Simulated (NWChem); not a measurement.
# singlet CH4N+: levels of theory compared

Wanted: a comparison of 6 runs (PBE/def2-TZVP, PBE0/def2-TZVP, SVWN5/def2-TZVP, TPSS/def2-TZVP, MP2/def2-TZVP, CCSD(T)/def2-TZVP) of singlet CH4N+. 

Program for the calculation: NWChem 7.3.0.

## Step 1: The structure to begin with

The species is CH4N+ (6 atoms), meant as a singlet with charge +1. SMILES of the parent species: `[CH2]N`. The coordinates come from a PBE0-D4/def2-TZVP relaxation. This is one conformer, not always the lowest. That shape belongs to the parent species and isn't relaxed for this state.

Bond lengths: C1–N2 1.386 Å, C1–H3 1.082 Å, C1–H4 1.082 Å, N2–H5 1.008 Å, N2–H6 1.008 Å. Angles: C1–N2–H5 115.5°, C1–N2–H6 115.5°, N2–C1–H3 116.9°, N2–C1–H4 116.8°, H5–N2–H6 111.4°, H3–C1–H4 118.6°.

## Step 2: A single-point energy at PBE/def2-TZVP (run 1)

run.py reads:

```python
from ase import Atoms
from ase.calculators.nwchem import NWChem

system = Atoms(['C', 'N', 'H', 'H', 'H', 'H'], positions=[
    [-0.319900, -0.571400, -0.195400],
    [0.368400, 0.544400, 0.254100],
    [-1.285500, -0.763000, 0.252600],
    [0.275200, -1.412900, -0.523600],
    [1.200400, 0.778600, -0.264400],
    [-0.196500, 1.360300, 0.430400],
])

calc = NWChem(
    label='ch4n',
    theory='dft',
    memory='2200 mb',
    basis='def2-TZVP',
    basispar='spherical bse',
    charge=1,
    dft={'xc': 'xpbe96 cpbe96', 'mult': '1', 'grid': 'xfine', 'convergence': 'energy 1e-08', 'iterations': '100', 'mulliken': None, 'print': 'low'},
    task='energy',
)
system.calc = calc

e = system.get_potential_energy()
print(f"E = {e:.6f} eV")
```

On the command line:

```sh
$ export ASE_NWCHEM_COMMAND="nwchem PREFIX.nwi > PREFIX.nwo"
$ python run.py
```

The log of the run:

```text
E = -2581.217351 eV
```

The calculator wrote ch4n.nwi:

```
title "ch4n"

permanent_dir ch4n

scratch_dir ch4n

start ch4n

geometry units angstrom nocenter noautosym noautoz
  C  -3.1990000000000002e-01 -5.7140000000000002e-01 -1.9539999999999999e-01
  N  3.6840000000000001e-01 5.4440000000000000e-01 2.5409999999999999e-01
  H  -1.2855000000000001e+00 -7.6300000000000001e-01 2.5259999999999999e-01
  H  2.7520000000000000e-01 -1.4129000000000000e+00 -5.2359999999999995e-01
  H  1.2003999999999999e+00 7.7859999999999996e-01 -2.6440000000000002e-01
  H  -1.9650000000000001e-01 1.3603000000000001e+00 4.3040000000000000e-01
end

charge 1

memory 2200 mb

basis spherical bse noprint
   * library def2-TZVP
end

dft
  xc xpbe96 cpbe96
  mult 1
  grid xfine
  convergence energy 1e-08
  iterations 100
  mulliken
  print low
end

task dft energy
```

ch4n.nwo:

```text
Northwest Computational Chemistry Package (NWChem) 7.3.0
             --------------------------------------------------------

           Job information
           ---------------

    nwchem branch   = 7.3.0
    use scalapack   = T
    input           = ch4n.nwi
    prefix          = ch4n.
    data base       = ch4n/ch4n.db
    status          = startup
    nproc           =        1

           Memory information
           ------------------

[... 5 lines left out ...]
    hardfail = no
[... 39 lines left out ...]
            Nuclear Dipole moment (a.u.)
[... 87 lines left out ...]
         Total DFT energy =      -94.857988810028
[... 1 line left out ...]
           Coulomb energy =       77.234033743299
[... 1 line left out ...]
 Nuclear repulsion energy =       37.294120452466
[... 18 lines left out ...]
     -------------------------------------------
      Total Density - Lowdin Population Analysis
     -------------------------------------------

    Atom       Charge   Shell Charges
 -----------   ------   -------------------------------------------------------
    1 C    6     5.92   0.91  1.04  0.42  0.39  0.17  1.04  1.20  0.45  0.02  0.23  0.04
    2 N    7     6.83   0.89  1.06  0.44  0.44  0.21  1.37  1.55  0.73  0.01  0.12  0.01
    3 H    1     0.84   0.25  0.38  0.14  0.07
    4 H    1     0.84   0.25  0.38  0.14  0.07
    5 H    1     0.79   0.25  0.33  0.10  0.11
    6 H    1     0.79   0.25  0.33  0.10  0.11

 Task  times  cpu:       15.0s     wall:       15.0s
 Total times  cpu:       15.1s     wall:       15.1s
```

Run time: 16 s. Hardware: 1 thread of AMD EPYC 9R45 (Zen 5), shared host; peak memory 0.13 GiB.

## Step 3: A single-point energy at PBE0/def2-TZVP (run 2)

test.nw reads:

```
start test
title "CH4N"
memory total 2200 mb
charge 1

geometry units atomic noautosym nocenter noautoz
C     -0.60452339    -1.07978951    -0.36925248
N      0.69617510     1.02876690     0.48017941
H     -2.42924293    -1.44186103     0.47734482
H      0.52005263    -2.66999404    -0.98946060
H      2.26842724     1.47134076    -0.49964359
H     -0.37133118     2.57059445     0.81333812
end

basis "ao basis" spherical bse
* library def2-TZVP
end

dft
xc pbe0
mult 1
grid xfine
convergence energy 1e-08
maxiter 100
mulliken
print medium
end

task dft energy
```

On the command line:

```sh
$ nwchem test.nw > test.out
```

The log of the run:

```text
[...]
          Wavefunction type:  closed shell.
          No. of atoms     :     6
          No. of electrons :    16
[...]
          Charge           :     1
          Spin multiplicity:     1
[...]
          AO basis - number of functions:    86
[...]
              XC Information
              --------------
                         PBE0 Method XC Functional
                     Hartree-Fock (Exact) Exchange  0.250
          PerdewBurkeErnzerhof Exchange Functional  0.750
            Perdew 1991 LDA Correlation Functional  1.000 local
           PerdewBurkeErnz. Correlation Functional  1.000 non-local
[...]
 d= 0,ls=0.0,diis     1    -94.7437719306 -1.32D+02  1.04D-02  1.36D+00     1.7
[...]
 d= 0,ls=0.0,diis     8    -94.8632848382  2.84D-09  9.25D-07  4.49D-08    12.0
         Total DFT energy =      -94.863284838222
      One electron energy =     -196.014996583189
           Coulomb energy =       77.211185802800
    Exchange-Corr. energy =      -13.353591840148
 Nuclear repulsion energy =       37.294117782315
[...]
      Total Density - Mulliken Population Analysis
     ---------------------------------------------
    Atom       Charge   Shell Charges
 -----------   ------   -------------------------------------------------------
    1 C    6     5.93   0.86  1.12  0.56  0.69  0.10  1.18  1.11  0.23  0.02  0.05  0.01
    2 N    7     7.22   0.82  1.15  0.55  0.83  0.14  1.53  1.63  0.53  0.01  0.03  0.00
    3 H    1     0.75   0.26  0.43  0.03  0.02
    4 H    1     0.75   0.26  0.43  0.03  0.02
    5 H    1     0.67   0.26  0.36  0.02  0.04
    6 H    1     0.67   0.26  0.36  0.02  0.04
[...]
```

It took 13 s on 1 thread of AMD EPYC 9R45 (Zen 5), shared host; peak memory 0.13 GiB.

Runs 3 to 5 aren't shown in full; the table further down has their settings and results.

## Step 4: A single-point energy at CCSD(T)/def2-TZVP (run 6)

ch4n.xyz reads:

```xyz
6

C     -0.319900    -0.571400    -0.195400
N      0.368400     0.544400     0.254100
H     -1.285500    -0.763000     0.252600
H      0.275200    -1.412900    -0.523600
H      1.200400     0.778600    -0.264400
H     -0.196500     1.360300     0.430400
```

ch4n.nw reads:

```
start ch4n
memory total 2200 mb
charge 1
geometry noautosym nocenter noautoz
 load ch4n.xyz
end
basis spherical bse
 * library def2-TZVP
end
scf
 thresh 1e-08
 maxiter 80
end
ccsd
 freeze core 2
 maxiter 60
end
task ccsd(t) energy
```

On the command line:

```sh
$ nwchem ch4n.nw > ch4n.out
```

The log of the run:

```text
[...]
  functions       =    86
[...]
  wavefunction    = RHF
[...]
         Total SCF energy =    -94.387865968171
      One-electron energy =   -195.804242740306
      Two-electron energy =     64.122256319669
 Nuclear repulsion energy =     37.294120452466
        Time for solution =      6.4s
[...]
 Total MP2 energy:            -94.740524864506654
[...]
             energy      energy      error      ampl     ampl      Block
                                                time     time      time
[...]
 Total CCSD energy:            -94.763935224123557
[...]
 Total CCSD+T(CCSD) energy:            -94.781233652750757
[...]
 Total CCSD(T) energy:                 -94.779915009311608
[...]
```

Run time: 57 s. Hardware: 1 thread of AMD EPYC 9R45 (Zen 5), shared host; peak memory 0.18 GiB.

## Step 5: Overview of the runs

```
run              level  integration grid  iteration cap  energy (Eh)  wall time
  1      PBE/def2-TZVP             xfine            100   -94.857989       16 s
  2     PBE0/def2-TZVP             xfine            100   -94.863285       13 s
  3    SVWN5/def2-TZVP             xfine            100   -94.138390      8.7 s
  4     TPSS/def2-TZVP             xfine            100   -94.999586       17 s
  5      MP2/def2-TZVP                 –             80   -94.740525      8.7 s
  6  CCSD(T)/def2-TZVP                 –             80   -94.779915       57 s
```

## Step 6: Results

```
                                          quantity         value
                               run 6: total energy  -94.77992 Eh
        run 6: HOMO energy (Hartree–Fock orbitals)     -20.69 eV
        run 6: LUMO energy (Hartree–Fock orbitals)      -5.36 eV
      run 6: HOMO–LUMO gap (Hartree–Fock orbitals)      15.33 eV
run 6: correlation energy (2 core orbitals frozen)    -392.0 mEh
                             run 6: (T) correction    -15.98 mEh
```

In words: Over runs 2, 3, 4 the HOMO–LUMO gap runs from 5.48 eV (SVWN5/def2-TZVP) to 7.98 eV (PBE0/def2-TZVP). Totals of different functionals can't be ranked against each other. All runs together took 2 min, the longest 57 s.
